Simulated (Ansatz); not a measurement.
C3H6O2 (`COC1CO1`). Total charge 0; spin multiplicity 1.

```xyz
11

C     1.1934   -0.3636   -1.2285
O     0.1852    0.4859   -0.7203
C    -0.1243    0.2157    0.5804
C    -1.4794    0.4584    1.0309
O    -0.9891   -0.8687    0.8297
H     1.4094   -0.0319   -2.2429
H     2.1082   -0.2942   -0.6265
H     0.8563   -1.4046   -1.2501
H     0.7219    0.2751    1.2684
H    -1.6767    0.7334    2.0636
H    -2.2048    0.7945    0.2953
```

Problem. Give the diagnostics of a CCSD(T)/def2-TZVPP run (frozen core, Ansatz 0.2.0). (Best estimate.)

Solution. Ansatz gave: T1 = 0.0116, largest single amplitude 0.013, largest double 0.012, (T) share of the correlation energy 3.9 %, 9 CCSD cycles. The RHF solution is stable towards an unrestricted one. T1 lies under the customary mark of 0.02 for closed shells.
